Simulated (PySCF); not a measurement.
**Vertical excitation energies**

C₄H₆OS.
SMILES: `O=[S@]1C=CCC1`

Theory: TDDFT wB97X-D/def2-SVPD, vertical, gas phase, core orbitals frozen in the response (PySCF 2.14.0, density-fitted response routines). The structure is a single GFN2-xTB conformer in the gas phase; no vibrational or solvent corrections.

```csv
state,λ (nm),E (eV),f,"main configurations (H = HOMO, L = LUMO)"
S1,251.9,4.92,0.014,H→L (95%)
S2,209.6,5.91,0.015,"H→L+2 (39%), H→L+1 (32%), H→L+5 (13%)"
S3,207.4,5.98,0.013,H-1→L (85%)
S4,189.2,6.55,0.0080,"H→L+3 (50%), H→L+2 (10%), H→L+4 (10%)"
S5,185.2,6.70,0.020,"H→L+1 (46%), H→L+2 (26%)"
S6,179.1,6.92,0.079,"H-2→L (57%), H-1→L+2 (16%), H-1→L+1 (9%)"
S7,171.8,7.22,0.107,"H-1→L+1 (34%), H-2→L (27%), H-1→L+2 (14%)"
S8,166.8,7.43,0.074,"H→L+4 (79%), H→L+3 (14%)"
```

Triplets, Tamm–Dancoff:

| state | E (eV) | λ (nm) | main configurations (H = HOMO, L = LUMO) |
| --- | --- | --- | --- |
| T1 | 4.30 | 288.6 | H→L (53%), H-2→L (24%), H-1→L (13%) |
| T2 | 4.72 | 262.8 | H→L (35%), H-1→L (30%), H-2→L (19%) |
| T3 | 5.18 | 239.5 | H→L+2 (39%), H→L+1 (29%), H→L+5 (20%) |

The lowest singlet comes at 252 nm (475 kJ/mol) in the ultraviolet; it is weak; its leading configuration is HOMO→LUMO (95%). The most intense listed level is S7 at 7.22 eV (172 nm, f = 0.107), 2.30 eV above S1. Löwdin shares by element: HOMO oxygen 48%, sulfur 32%, carbon 12% or more; LUMO carbon 62% or more, sulfur 19% (atoms not listed hold the other 19%). The listed states span 2.51 eV, and the widest gap between neighbours is 0.99 eV (S1 to S2). Weighted by f, the mean energy of these states is 6.94 eV. The oscillator strengths of these states sum to 0.331; summed over the whole spectrum of an exact calculation they would give the number of electrons, 54 (Thomas–Reiche–Kuhn). The window holds the lowest 8 singlets.
